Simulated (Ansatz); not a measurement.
Process, species as SMILES: O=C=C → [CH-]=C=O + H+
B3LYP-D3(BJ)/def2-TZVP geometries, fixed; electronic energies without zero-point terms.
Largest species:
```xyz
5

C      0.0091     0.0017    -1.2056
C     -0.0008    -0.0001     0.1027
H      0.0282     0.9401    -1.7377
H     -0.0018    -0.9351    -1.7406
O     -0.0096    -0.0018     1.2620
```
Charge 0, spin multiplicity 1.

Basis-set convergence of the deprotonation energy at B3LYP with Ansatz (a quantum-chemistry and plane-wave program). Cartesian d functions, on some or all atoms, in 6-31+G*; all else is spherical. The program fits the integrals of some runs and decomposes those of others, by size. No added dispersion term, no relativity. Functions are those of the species that has most. Reference: the value in aug-pcseg-3, 372.88 kcal/mol, itself unsure by roughly 0.33 kcal/mol (its mean distance from aug-cc-pVQZ, def2-QZVPPD). Deviations are taken from unrounded values.

```tsv
basis	functions	deprotonation energy (kcal/mol)	minus reference (kcal/mol)
pcseg-0	31	380.84	7.96
def2-SV(P)	46	383.09	10.20
6-31+G*	61	371.35	-1.54
aug-pcseg-1	87	370.67	-2.21
6-311++G(2d,2p)	101	372.41	-0.48
jun-cc-pV(T+d)Z	145	372.53	-0.35
aug-cc-pVTZ	184	372.61	-0.27
pcseg-3	246	373.10	0.22
aug-cc-pVQZ	332	372.87	-0.02
```

The smallest set listed that lies within 1 kcal/mol of the reference with all its larger relatives (same family, alike in diffuse functions; a set with none counts only in the reference's own line) is 6-311++G(2d,2p) (101 functions, -0.48 kcal/mol off). Inside, with no larger relative to test it: pcseg-3. (Relatives not listed, tested too: 6-311++G(3df,3pd) -0.18 kcal/mol.)
